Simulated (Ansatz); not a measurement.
# Ga–N–GaH⁺, doublet in cc-pVDZ: errors against RCCSDT(Q)

Geometry: that of the Ga–N–GaH, singlet, kept fixed.

| atom | x (Å) | y (Å) | z (Å) |
| --- | --- | --- | --- |
| Ga | 0.0000 | 0.0000 | -2.6002 |
| N | 0.0000 | 0.0000 | -0.7649 |
| Ga | 0.0000 | 0.0000 | 0.9181 |
| H | 0.0000 | 0.0000 | 2.4469 |

Basis cc-pVDZ; Ansatz 0.2.0. Correlated methods freeze the noble-gas cores and the filled d shells of p-block atoms, which leaves 11 electrons in 44 orbitals. R marks a restricted (for open shells ROHF) determinant, U an unrestricted one. Active spaces: frontier = (9e, 9o) about the gap. No spin–orbit coupling is included, and no scalar relativity.

Full CI isn't at hand for all of this; RCCSDT(Q) serves as the reference, and is uncertain by the last step of the cluster series or more. The frozen core follows each run's orbitals, which can shift R against U totals by a few meV for light atoms and by up to 0.1 eV past Ca.

HF rows: RHF is the determinant under the cluster runs. Coupled cluster chose its determinant by a search with trial CCSD, here up to 0.08 eV above the lowest Hartree–Fock solution of its kind, and MP2 stands on that determinant too.

The UHF ⟨S²⟩ is 0.762, the ⟨S²⟩ of the determinant under UCCSD is 0.764 and the T1 diagnostic (RCCSD) is 0.0320. The largest doubles amplitude (RCCSD) is 0.053.

```tsv
level	E − E(RHF) (eV)
RMP2	-7.0048
RCCSD	-7.2254
RCCSD(T)	-7.5801
```

Task: Estimate how far RCCSDT(Q) in cc-pVDZ lies from RCCSD(T). The table doesn't fix it; the size of (T) and the diagnostics are the guide.

Result: RCCSDT(Q) in cc-pVDZ lies 5.6 kJ/mol below RCCSD(T), which is 16 % of the (T) step (-34.2 kJ/mol). T1 is raised, but (T) still catches most of what CCSD lacks. The miss exceeds 1 kcal/mol.

The other levels:

```csv
level,E − E(RCCSDT(Q)) (kJ/mol),share of correlation (%),wall time
BCCD(T),5.3,99.29,42 s
RCCSDT,3.7,99.50,–
CASSCF (frontier space),373.4,49.33,–
NEVPT2 (frontier space),103.2,86.00,39 s
MRCISD (frontier space),31.5,95.73,–
MRCISD+Q (frontier space),7.9,98.93,41 s
MRCISD+Q(relaxed) (frontier space),2.3,99.68,43 s
```

The correlation energy at RCCSDT(Q), counted from RHF, is -7.638 eV. That run took 1.8 min on 1 thread of Arm Neoverse V1, shared host.

Run but not shown, since their state, orbitals or frozen core can't be matched to the reference's or they repeat it: UHF, UMP2, UCCSD, UCCSD(T), UCCSDT, UCCSDT(Q).

Times hold each run's SCF and search for its determinant on a shared host, so for small cases they say little of a method's own cost; they ran on 1 thread of Arm Neoverse V1. Some runs computed forces too.
